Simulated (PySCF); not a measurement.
**SMILES FC#C, C2HF**

Molfile (atoms numbered from 1):
```
C2HF
     RDKit          3D

  4  3  0  0  0  0  0  0  0  0999 V2000
   -0.6161   -0.0297    0.0187 C   0  0  0  0  0  0  0  0  0  0  0  0
    0.5143   -0.0300   -0.3945 C   0  0  0  0  0  0  0  0  0  0  0  0
    1.7072   -0.0303   -0.8306 F   0  0  0  0  0  0  0  0  0  0  0  0
   -1.6236   -0.0294    0.3872 H   0  0  0  0  0  0  0  0  0  0  0  0
  1  2  3  0
  2  3  1  0
  1  4  1  0
M  END
```

Theory: GIAO B3LYP/aug-pcSseg-1 magnetisability, rotational g tensor and spin-rotation constants, non-relativistic, gas phase (PySCF). Geometry: PBE0-D3(BJ)/def2-SVP.

Q: Give the nuclear spin-rotation constants along the inertial axes (H = +C I·J) beside the isotropic shieldings.

A: Rotational constants –, 9.7166, 9.7166 GHz. A star marks the isotopologue with that one atom substituted, in its own axes.
```csv
atom,isotope,Caa (kHz),Cbb (kHz),Ccc (kHz),mean (kHz),σ (ppm)
F3,19F,–,5.734,5.734,5.734,401.6
H4,1H,–,-1.093,-1.093,-1.093,30.4
C1,13C*,–,2.032,2.032,2.032,167.6
C2,13C*,–,3.955,3.955,3.955,82.9
```
For the geometry as given, no vibrational averaging.
